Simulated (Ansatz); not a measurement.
# H2F (doublet): wave-function methods side by side at distance H1–H2 along a hydrogen transfer = 0.693 Å, 6-31G

How much of the correlation energy of H2F (doublet) does each wave-function method recover here?

Computed with Ansatz 0.2.0, Gaussian basis. Level: 6-31G, core rule «outside noble gas», up to 1 orbitals frozen.

Plan: UHF; CCSD(T) on ROHF; CCSD(T) on UHF; BCCD(T) on ROHF; CISD; CCSDT(Q) on ROHF; CCSDT(Q) on UHF; CISDTQ; CCSDTQ on ROHF; CCSDTQ on UHF; CASSCF and MRCISD+Q, 3 electrons in 3 orbitals; CASSCF and NEVPT2, 3 electrons in 3 orbitals; CASSCF and MRCISD+Q, 9 electrons in 6 orbitals; CASSCF and NEVPT2, 9 electrons in 6 orbitals; Full CI.

3 further runs of the same task are left out: 3 that didn't finish.

## (1) The system

The geometry derives from fragments relaxed apart (PBE0/def2-TZVP) and kept rigid, so it is no stationary point. A hydrogen atom is moved between rigid fragments.

3 atoms, charge 0, spin multiplicity 2.

Atoms are counted from 1 here; the program's logs count them from 0.

Bond lengths: H1–H2 0.693 Å.

## (2) UHF

File in.yaml:

```yaml
crystal:
  periodic: [false, false, false]
  atoms:
    - {symbol: H, position_ang: [0.000000, 0.000000, -0.864667]}
    - {symbol: H, position_ang: [0.000000, 0.000000, -0.171667]}
    - {symbol: F, position_ang: [0.000000, 0.000000, 1.036333]}
basis:
  gaussian: {orbitals: 6-31G}
magnetization: {spin_polarized: true, initial_magnetization: 1}
hamiltonian: {xc: hf}
output: {orbitals: {seedname: orbitals}}
```

Run with:

```console
ansatz run in.yaml --threads 1 --pin off --events-out ev --progress --plain --max-ram 2393MiB
```

After this run come: CCSD(T) on ROHF; CCSD(T) on UHF; BCCD(T) on ROHF; CISD; CCSDT(Q) on ROHF; CCSDT(Q) on UHF; CISDTQ; CCSDTQ on ROHF; CCSDTQ on UHF; CASSCF and MRCISD+Q, 3 electrons in 3 orbitals; CASSCF and NEVPT2, 3 electrons in 3 orbitals; CASSCF and MRCISD+Q, 9 electrons in 6 orbitals; CASSCF and NEVPT2, 9 electrons in 6 orbitals; Full CI.

Before running them: what should the planned runs give, taken together? Wanted: FCI below the RHF energy; RMP2 from FCI; UMP2 from FCI; RCCSD from FCI; RCCSD(T) from FCI; UCCSD(T) from FCI; RCCSDT(Q) from FCI; UCCSDT(Q) from FCI; NEVPT2 pair from FCI.

As calculated:

```
                         quantity                                                                                                      value
         FCI below the RHF energy                                                                                                 -3.6490 eV
                    RMP2 from FCI                                                                                                 +469.3 meV
                    UMP2 from FCI                                                                                                 +413.6 meV
                   RCCSD from FCI                                                                                                  +37.6 meV
                RCCSD(T) from FCI                                                                                                   +8.9 meV
                UCCSD(T) from FCI                                                                                                   +8.5 meV
               RCCSDT(Q) from FCI                                                                                                   +0.1 meV
               UCCSDT(Q) from FCI                                                                                                    0.0 meV
             NEVPT2 pair from FCI                                                                                                 +220.1 meV
           MRCISD+Q pair from FCI                                                                                                  +80.1 meV
          NEVPT2 valence from FCI                                                                                                 +525.6 meV
levels within 1 kcal/mol (43 meV)  RCCSD, UCCSD, RCCSD(T), UCCSD(T), BCCD(T), RCCSDT, UCCSDT, CISDTQ, RCCSDT(Q), UCCSDT(Q), RCCSDTQ, UCCSDTQ
                    T1 diagnostic                                                                                                      0.039
   effectively unpaired electrons                                                                                                       1.01
```

**Reading.** RCCSD(T) lands +8.9 meV from the yardstick (0.2 % of the correlation energy). One determinant dominates. Of the multireference levels listed MRCISD+Q valence comes nearest in total energy (+74.4 meV), which doesn't show that its space is the better one. These misses are within one basis, not against nature; the frozen cores of restricted and unrestricted runs differ, which can shift their rows.
